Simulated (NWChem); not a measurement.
# C2H5Cl (chloroethane) at B3LYP/6-31G(d) (spherical functions)

What is the vertical singlet–triplet gap of C2H5Cl (chloroethane) at B3LYP/6-31G* (spherical functions)? 

The results are computed with NWChem 7.3.0.

4 further runs of the same task are left out: 2 that didn't finish, 2 set aside as unsound or not needed. Runs told in other sessions of the task aren't counted.

### 1 The system as given

C2H5Cl: 8 atoms, total charge 0, spin state singlet. SMILES: `CCCl`. The coordinates come from a PBE0-D4/def2-TZVP relaxation.

Bond lengths: C1–C2 1.507 Å, C2–Cl3 1.788 Å, C1–H4 1.094 Å, C1–H5 1.091 Å, C1–H6 1.091 Å, C2–H7 1.089 Å, C2–H8 1.089 Å. Some angles: C1–C2–Cl3 111.4°, C1–C2–H7 111.9°, C1–C2–H8 111.9°, Cl3–C2–H7 106.3°, Cl3–C2–H8 106.3°, C2–C1–H4 109.6°, C2–C1–H5 111.0°, C2–C1–H6 111.0°, H7–C2–H8 108.7°, H4–C1–H5 108.4°.

### 2 Energy and gradient at B3LYP/6-31G(d) (spherical functions)

The input, test.nw:

```
start test
memory stack 880 mb heap 220 mb global 1100 mb

geometry noautosym nocenter noautoz
   C     -0.443010     0.585800    -0.310980
   C      0.277050    -0.619150     0.237130
   Cl     1.866810    -0.174460     0.923480
   H     -1.409310     0.279580    -0.722170
   H      0.135050     1.058950    -1.106120
   H     -0.620590     1.325030     0.471490
   H      0.475020    -1.361020    -0.535740
   H     -0.281020    -1.094720     1.042920
end

basis spherical bse
   * library 6-31G*
end

dft
   xc b3lyp
   mult 1
   grid xfine
   convergence energy 1e-08
   iterations 100
   mulliken
   print low
end

task dft gradient
```

On the command line:

```
nwchem test.nw > test.out
```

Output:

```text
[...]
 d= 0,ls=0.0,diis     1   -539.3804249661 -6.43D+02  1.36D-02  3.39D-01     3.3
[...]
 d= 0,ls=0.0,diis     8   -539.4209322258 -1.21D-09  1.74D-06  1.69D-08    21.2
         Total DFT energy =     -539.420932225755
      One electron energy =     -945.867725365582
           Coulomb energy =      344.293021172260
    Exchange-Corr. energy =      -41.021143143223
 Nuclear repulsion energy =      103.174915110791
[...]
      Total Density - Mulliken Population Analysis
     ---------------------------------------------
    Atom       Charge   Shell Charges
 -----------   ------   -------------------------------------------------------
    1 C    6     6.44   2.00  0.67  2.14  0.62  0.97  0.03
    2 C    6     6.35   2.00  0.68  2.05  0.65  0.92  0.05
    3 Cl  17    17.09   2.00  2.00  5.97  1.41  3.60  0.54  1.55  0.03
    4 H    1     0.84   0.53  0.32
    5 H    1     0.83   0.53  0.30
    6 H    1     0.83   0.53  0.30
    7 H    1     0.81   0.53  0.28
    8 H    1     0.81   0.53  0.28
[...]
                         DFT ENERGY GRADIENTS
    atom               coordinates                        gradient
                 x          y          z           x          y          z
   1 C      -0.837168   1.107001  -0.587667    0.003027  -0.003568   0.002057
   2 C       0.523549  -1.170024   0.448111    0.004835   0.006137   0.001275
   3 Cl      3.527759  -0.329682   1.745124   -0.011892  -0.002871  -0.005211
   4 H      -2.663210   0.528330  -1.364703    0.002043   0.000384   0.000914
   5 H       0.255207   2.001125  -2.090264   -0.000859  -0.001205   0.001714
   6 H      -1.172745   2.503944   0.890987    0.000605  -0.001724  -0.001346
   7 H       0.897658  -2.571955  -1.012402    0.000551   0.001626   0.001488
   8 H      -0.531051  -2.068721   1.970833    0.001690   0.001222  -0.000890
 Task  times  cpu:       26.5s     wall:       26.5s
 Total times  cpu:       26.6s     wall:       26.6s
```

Wall time 27 s (1 thread of Intel Xeon Platinum 8259CL at 2.50GHz (Skylake/Cascade Lake), shared host); peak memory 0.14 GiB.

### 3 The triplet: a single-point energy at UB3LYP/6-31G(d) (spherical functions)

The input, run.py:

```python
from ase import Atoms
from ase.calculators.nwchem import NWChem

mol = Atoms(['C', 'C', 'Cl', 'H', 'H', 'H', 'H', 'H'], positions=[
    [-0.443010, 0.585800, -0.310980],
    [0.277050, -0.619150, 0.237130],
    [1.866810, -0.174460, 0.923480],
    [-1.409310, 0.279580, -0.722170],
    [0.135050, 1.058950, -1.106120],
    [-0.620590, 1.325030, 0.471490],
    [0.475020, -1.361020, -0.535740],
    [-0.281020, -1.094720, 1.042920],
])

calc = NWChem(
    label='run',
    theory='dft',
    memory='2200 mb',
    basis='6-31G*',
    basispar='spherical bse',
    dft={'xc': 'b3lyp', 'mult': '3', 'grid': 'xfine', 'convergence': 'energy 1e-08', 'iterations': '100', 'mulliken': None, 'print': 'low'},
    task='energy',
)
mol.calc = calc

print(f"energy = {mol.get_potential_energy():.6f} eV")
```

On the command line:

```
export ASE_NWCHEM_COMMAND="nwchem PREFIX.nwi > PREFIX.nwo"
python run.py
```

Output:

```text
energy = -14671.400344 eV
```

The calculator wrote run.nwi:

```
title "run"

permanent_dir run

scratch_dir run

start run

geometry units angstrom nocenter noautosym noautoz
  C  -4.4301000000000001e-01 5.8579999999999999e-01 -3.1097999999999998e-01
  C  2.7705000000000002e-01 -6.1914999999999998e-01 2.3713000000000001e-01
  Cl 1.8668100000000001e+00 -1.7446000000000000e-01 9.2347999999999997e-01
  H  -1.4093100000000001e+00 2.7958000000000000e-01 -7.2216999999999998e-01
  H  1.3505000000000000e-01 1.0589500000000001e+00 -1.1061200000000000e+00
  H  -6.2058999999999997e-01 1.3250299999999999e+00 4.7149000000000002e-01
  H  4.7502000000000000e-01 -1.3610199999999999e+00 -5.3573999999999999e-01
  H  -2.8101999999999999e-01 -1.0947199999999999e+00 1.0429200000000001e+00
end

memory 2200 mb

basis spherical bse noprint
   * library 6-31G*
end

dft
  xc b3lyp
  mult 3
  grid xfine
  convergence energy 1e-08
  iterations 100
  mulliken
  print low
end

task dft energy
```

run.nwo (excerpt; [...] marks lines left out):

```text
[...]
         Total DFT energy =     -539.164022386315
      One electron energy =     -945.192653567541
           Coulomb energy =      343.881239851849
    Exchange-Corr. energy =      -41.027523781415
 Nuclear repulsion energy =      103.174915110791
[... 1 line left out ...]
 Numeric. integr. density =       34.000000017269
[...]
      Total Density - Mulliken Population Analysis
     ---------------------------------------------
    Atom       Charge   Shell Charges
 -----------   ------   -------------------------------------------------------
    1 C    6     6.42   2.00  0.67  2.13  0.61  0.98  0.04
    2 C    6     6.54   2.00  0.68  2.08  0.66  1.09  0.04
    3 Cl  17    16.85   2.00  2.00  5.97  1.46  3.41  0.48  1.47  0.08
[... 4 lines of this table left out ...]
    8 H    1     0.82   0.51  0.31
[...]
      <S2> =      2.0033 (Exact =     2.0000)
[...]
```

It took 53 s on 1 thread of Intel Xeon Platinum 8259CL at 2.50GHz (Skylake/Cascade Lake), shared host; peak memory 0.14 GiB.

### 4 Summary of results

Level: B3LYP/6-31G* (spherical functions).

| quantity | value |
| --- | --- |
| singlet: total energy | -539.42093 Eh |
| singlet: largest force on an atom | 0.684 eV/Å |
| triplet: total energy | -539.16402 Eh |
| triplet: ⟨S²⟩ | 2.003 |
| vertical energy of the triplet above the singlet | 6.991 eV |

What this shows: At this shape the triplet lies 6.99 eV (675 kJ/mol) above the singlet. The largest force (singlet) is 0.68 eV/Å: the shape isn't a stationary point for this species at this level. Mulliken charges (singlet) run from -0.44 on C1 to +0.19 on H7. Mulliken charges (triplet) run from -0.54 on C2 to +0.18 on H7; they depend strongly on the basis.
